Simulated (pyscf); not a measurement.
PySCF, gas phase, ωB97X-D3(BJ)/def2-SVP geometries.

Question: Estimate the classical barrier height and the reaction energy of F–Cu (SMILES [F][Cu]) + HO–SiH₃ (SMILES O[SiH3]) → H₃Si–O–Cu (SMILES [SiH3][O][Cu]) + HF (SMILES F) at ωB97M-D3(BJ)/def2-TZVP. The step runs on the singlet surface, breaks Cu–F, H–O and forms Cu–O, F–H; take the separated reactants as zero.

Answer: ΔE‡ = -12.5 kcal/mol, ΔE = +1.7 kcal/mol. Zero-point energy shifts the barrier by -1.0 kcal/mol. It is a four-centre exchange, with an imaginary mode of 325i cm⁻¹. On the reactant side the descent ends in an adduct with a Cu–Si, Cu–H contact (not fully relaxed), 30.5 kcal/mol under the separated species and 16.4 kcal/mol under the saddle at ωB97X-D3(BJ)/def2-TZVP. On the product side the descent ends in a bound adduct, 15.9 kcal/mol under the separated species and 1.5 kcal/mol under the saddle at ωB97X-D3(BJ)/def2-TZVP. At ωB97M-D3(BJ) the saddle lies under the separated reactants, which points to a path from their complex (located at ωB97X-D3(BJ) alone). At ωB97M-D3(BJ) the saddle lies under the separated products, which points to a path from their complex (located at ωB97X-D3(BJ) alone), and parting the products costs more than the saddle. This is the saddle that the search found; another between the same sides may lie lower.
